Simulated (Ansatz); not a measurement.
# CHF2, SMILES F[CH]F: a composite energy at a relaxed geometry

Program: Ansatz 0.2.0, Python API.

The script reads `chf2.xyz`:
```text
4

F    -1.21764    0.26290   -0.13551
C     0.04447    0.06835    0.22048
F     0.43224   -1.17588   -0.02279
H     0.74094    0.84463   -0.06218
```

The cells in order, each with its output:

```python
import ansatz as az
import numpy as np
```

```python
BASIS = "def2-SVP"
XC = "r2SCAN"
```

```python
geometry = az.Crystal.molecule_from_extxyz("chf2.xyz")
```

```python
job = (
    geometry.calculation()
    .basis(gaussian=BASIS)
    .functional(XC)
    .spin("collinear", total=1)
)
symbols = [site.symbol for site in geometry.cartesian_sites]
start = np.array([site.position_ang for site in geometry.cartesian_sites], dtype=float)
report = job.relax(force_tolerance=0.01).run().report
end = np.array(report["positions_ang"])
print("final positions (A) and the move of each atom")
for symbol, xyz, old in zip(symbols, end, start):
    print(f"{symbol:2s} {xyz[0]:10.5f} {xyz[1]:10.5f} {xyz[2]:10.5f}   {np.linalg.norm(xyz - old):7.4f}")
```

    final positions (A) and the move of each atom
    F    -1.21437    0.26672   -0.14248    0.0086
    C     0.03648    0.06116    0.24668    0.0283
    F     0.43609   -1.17264   -0.02971    0.0085
    H     0.74182    0.84476   -0.07450    0.0123

```python
minimum = az.Crystal.molecule()
for symbol, place in zip(symbols, end):
    minimum = minimum.atom(symbol, place.tolist())
at_minimum = minimum.calculation().spin("collinear", total=1)
level = lambda method, basis: at_minimum.basis(gaussian=basis).correlation(method).run().report
small, large, cluster = level("mp2", "cc-pVDZ"), level("mp2", "cc-pVTZ"), level("ccsd_t", "cc-pVDZ")
corr = lambda each: (each["free_energy_ev"] - each["reference_energy_ev"]) / 27.211386246
mp2_limit = (27 * corr(large) - 8 * corr(small)) / 19
pieces = {"HF / cc-pVTZ": large["reference_energy_ev"] / 27.211386246, "MP2 correlation, DZ-TZ limit": mp2_limit, "CCSD(T) - MP2 / cc-pVDZ": corr(cluster) - corr(small)}
for name, value in pieces.items():
    print(f"{name:32s} {value:14.6f} Ha")
print(f"{'sum':32s} {sum(pieces.values()):14.6f} Ha")
print("T1 diagnostic", round(cluster["correlation"]["coupled_cluster"]["t1_diagnostic"], 4))
```

    HF / cc-pVTZ                        -237.360028 Ha
    MP2 correlation, DZ-TZ limit          -0.703358 Ha
    CCSD(T) - MP2 / cc-pVDZ               -0.025512 Ha
    sum                                 -238.088899 Ha
    T1 diagnostic 0.0153

Reading the output:
- Total energies depend on the basis set; only differences at equal settings carry meaning.
- The sum leaves out core correlation, relativity, the Hartree-Fock basis error and zero-point energy; a DZ-TZ extrapolation is rough.
- The run takes the species as open-shell (spin multiplicity 2), which needn't be its ground state.
- Inner cores stay frozen, so this is valence correlation.
- Finished in 13 s on 1 thread of Arm Neoverse V2, with other jobs on the host, peak memory 0.24 GiB.
